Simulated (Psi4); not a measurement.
**CH2F2 (difluoromethane) at MP4(SDQ)/6-31+G(d,p) (density fitting, Cartesian functions)**

What is the energy difference between two shapes of CH2F2 (difluoromethane) at MP4(SDQ)/6-31+G** (density fitting, Cartesian functions)? 

Program for the calculation: Psi4 1.11.

2 further runs of the same task are left out: 2 set aside as unsound or not needed.

### 1 The molecule

CH2F2: 5 atoms, total charge 0, spin state singlet. SMILES: `FCF`. The shape is that of a PBE0-D4/def2-TZVP optimisation.

Bond lengths: F1–C2 1.351 Å, C2–F3 1.351 Å, C2–H4 1.093 Å, C2–H5 1.094 Å. Angles: F1–C2–F3 108.6°, F1–C2–H4 108.8°, F1–C2–H5 108.8°, F3–C2–H4 108.8°, F3–C2–H5 108.8°, H4–C2–H5 113.0°.

### 2 The energy at MP4(SDQ)/6-31+G(d,p) (density fitting, Cartesian functions)

ch2f2.xyz reads:

```xyz
5
CH2F2
F     -1.073300     0.191200     0.698300
C      0.010100    -0.016900    -0.082300
F      1.090500    -0.179200     0.713200
H     -0.142700    -0.932900    -0.659500
H      0.165300     0.864200    -0.711100
```

ch2f2.py reads:

```python
import psi4

psi4.set_memory('1600 MB')
psi4.set_num_threads(1)
psi4.core.set_output_file('output.dat', False)

with open('ch2f2.xyz') as f:
    atoms = ''.join(f.readlines()[2:])
m = psi4.geometry('0 1\n' + atoms + '')

psi4.set_options({
    'basis': '6-31+G**',
    'reference': 'rhf',
    'scf_type': 'disk_df',
    'freeze_core': True,
})

energy_value, wavefunction = psi4.energy('mp4(sdq)', return_wfn=True)
print('E =', round(energy_value, 9))
for k, v in sorted(psi4.core.scalar_variables().items()):
    print(f'{k:45s} {v:18.10f}')
```

Started as:

```console
$ python ch2f2.py
```

output.dat, shortened:

```text
[...]
  Running in c1 symmetry.
[...]
  Nuclear repulsion =   77.468210530799951
[...]
  Multiplicity = 1
[...]
  Nalpha       = 13
  Nbeta        = 13
[...]
    Number of basis functions: 67
[...]
   @DF-RHF iter   1:  -237.86349622756126   -5.83803e-01   5.24316e-03 ADIIS/DIIS
[...]
   @DF-RHF iter  10:  -237.91294184358784   -7.67386e-13   3.15773e-09 DIIS
[...]
    Orbital Energies [Eh]
    ---------------------
    Doubly Occupied:
       1A    -26.329672     2A    -26.329657     3A    -11.415985
       4A     -1.669909     5A     -1.608327     6A     -0.974620
       7A     -0.782730     8A     -0.775182     9A     -0.760679
      10A     -0.670212    11A     -0.635645    12A     -0.624841
      13A     -0.537861
[...]
  @DF-RHF Final Energy:  -237.91294184358784
   => Energetics <=
    Nuclear Repulsion Energy =             77.4682105307999507
    One-Electron Energy =                -484.5316675111224640
    Two-Electron Energy =                 169.1505151367346400
    Total Energy =                       -237.9129418435878449
[...]
 Multipole Moments:
 ------------------------------------------------------------------------------------
     Multipole            Electronic (a.u.)      Nuclear  (a.u.)        Total (a.u.)
 ------------------------------------------------------------------------------------
 L = 1.  Multiply by 2.5417464519 to convert [e a0] to [Debye]
 Dipole X            :         -0.0033483            0.0050676            0.0017194
 Dipole Y            :          0.0491706           -0.0757344           -0.0265637
 Dipole Z            :          1.6976207           -2.6109082           -0.9132875
 Magnitude           :                                                    0.9136754
[...]
      * MP2 total energy:                   -238.405305060847
[...]
      * MP3 total energy:                   -238.409371739210
[...]
```

The script printed:

```text
E = -238.4216545
CURRENT CORRELATION ENERGY                         -0.5087126563
CURRENT ENERGY                                   -238.4216544999
CURRENT REFERENCE ENERGY                         -237.9129418436
DD SOLVATION ENERGY                                 0.0000000000
HF KINETIC ENERGY                                 237.2379398874
HF POTENTIAL ENERGY                              -475.1508817310
HF TOTAL ENERGY                                  -237.9129418436
HF VIRIAL RATIO                                     2.0028452530
MP2 CORRELATION ENERGY                             -0.4923632173
MP2 DOUBLES ENERGY                                 -0.4923632173
MP2 OPPOSITE-SPIN CORRELATION ENERGY               -0.3622796964
MP2 SAME-SPIN CORRELATION ENERGY                   -0.1300835209
MP2 SINGLES ENERGY                                  0.0000000000
MP2 TOTAL ENERGY                                 -238.4053050608
MP2.5 CORRELATION ENERGY                           -0.4943965564
MP2.5 DOUBLES ENERGY                               -0.4943965564
MP2.5 OPPOSITE-SPIN CORRELATION ENERGY             -0.3704489343
MP2.5 SAME-SPIN CORRELATION ENERGY                 -0.1239476221
MP2.5 SINGLES ENERGY                                0.0000000000
MP2.5 TOTAL ENERGY                               -238.4073384000
MP3 CORRELATION ENERGY                             -0.4964298956
MP3 DOUBLES ENERGY                                 -0.4964298956
MP3 OPPOSITE-SPIN CORRELATION ENERGY               -0.3786181723
MP3 SAME-SPIN CORRELATION ENERGY                   -0.1178117233
MP3 SINGLES ENERGY                                  0.0000000000
MP3 TOTAL ENERGY                                 -238.4093717392
MP4(SDQ) CORRELATION ENERGY                        -0.5087126563
MP4(SDQ) TOTAL ENERGY                            -238.4216544999
NUCLEAR REPULSION ENERGY                           77.4682105308
ONE-ELECTRON ENERGY                              -484.5316675111
PCM POLARIZATION ENERGY                             0.0000000000
PE ENERGY                                           0.0000000000
SCF ITERATION ENERGY                             -237.9129418436
SCF ITERATIONS                                     10.0000000000
SCF TOTAL ENERGY                                 -237.9129418436
TWO-ELECTRON ENERGY                               169.1505151367
```

It took 5.4 s on 1 thread of AMD EPYC 7R43 (Zen 3), shared host; peak memory 0.33 GiB.

### 3 The distorted shape, same level

job.in reads:

```
memory 1.6 GB

molecule molecule1 {
  F     -1.027360     0.117242     0.798628
  C      0.044678    -0.131293     0.055580
  F      1.039394    -0.211730     0.713671
  H     -0.313396    -1.047696    -0.790575
  H      0.135140     0.635052    -0.797353
}

set {
  basis 6-31+G**
  reference rhf
  scf_type disk_df
  freeze_core true
}

energy_value, wavefunction = energy('mp4(sdq)', return_wfn=True)
```

Started as:

```console
$ psi4 job.in job.out -n 1
```

job.out, shortened:

```text
[...]
  Running in c1 symmetry.
[...]
  Nuclear repulsion =   80.619232030769680
[...]
  Multiplicity = 1
[...]
  Nalpha       = 13
  Nbeta        = 13
[...]
    Number of basis functions: 67
[...]
   @DF-RHF iter   1:  -237.80972783398380   -2.83520e-01   5.02763e-03 DIIS/ADIIS
[...]
   @DF-RHF iter  11:  -237.85435770899764   -7.67386e-13   3.00640e-09 DIIS
[...]
    Orbital Energies [Eh]
    ---------------------
    Doubly Occupied:
       1A    -26.375236     2A    -26.328068     3A    -11.431736
       4A     -1.765749     5A     -1.635817     6A     -0.973547
       7A     -0.831389     8A     -0.816077     9A     -0.808886
      10A     -0.686895    11A     -0.657963    12A     -0.621951
      13A     -0.453914
[...]
  @DF-RHF Final Energy:  -237.85435770899764
   => Energetics <=
    Nuclear Repulsion Energy =             80.6192320307696804
    One-Electron Energy =                -490.1727251843994395
    Two-Electron Energy =                 171.6991354446321054
    Total Energy =                       -237.8543577089976395
[...]
 Multipole Moments:
 ------------------------------------------------------------------------------------
     Multipole            Electronic (a.u.)      Nuclear  (a.u.)        Total (a.u.)
 ------------------------------------------------------------------------------------
 L = 1.  Multiply by 2.5417464519 to convert [e a0] to [Debye]
 Dipole X            :          0.4172149           -0.1783295            0.2388854
 Dipole Y            :          0.2641828           -0.2985623           -0.0343795
 Dipole Z            :          2.3212580           -2.9089775           -0.5877196
 Magnitude           :                                                    0.6353444
[...]
      * MP2 total energy:                   -238.342591817086
[...]
      * MP3 total energy:                   -238.348151241591
[...]
```

Wall time 5.7 s (1 thread of AMD EPYC 7R43 (Zen 3), shared host); peak memory 0.33 GiB.

### 4 What came out

Level: MP4(SDQ)/6-31+G** (density fitting, Cartesian functions), 3 core orbitals frozen.

```
                                                    quantity          value
                                   first shape: total energy  -238.42165 Eh
            first shape: HOMO energy (Hartree–Fock orbitals)      -14.64 eV
            first shape: LUMO energy (Hartree–Fock orbitals)        2.12 eV
          first shape: HOMO–LUMO gap (Hartree–Fock orbitals)       16.76 eV
    first shape: correlation energy (3 core orbitals frozen)     -508.7 mEh
                               distorted shape: total energy  -238.35976 Eh
        distorted shape: HOMO energy (Hartree–Fock orbitals)      -12.35 eV
        distorted shape: LUMO energy (Hartree–Fock orbitals)        2.17 eV
      distorted shape: HOMO–LUMO gap (Hartree–Fock orbitals)       14.53 eV
distorted shape: correlation energy (3 core orbitals frozen)     -505.4 mEh
                      energy change with the atoms displaced       1.684 eV
```

In words: With the atoms displaced the energy rises by 1.68 eV (39 kcal/mol). The first shape isn't relaxed at this level, so the change isn't measured from a minimum.
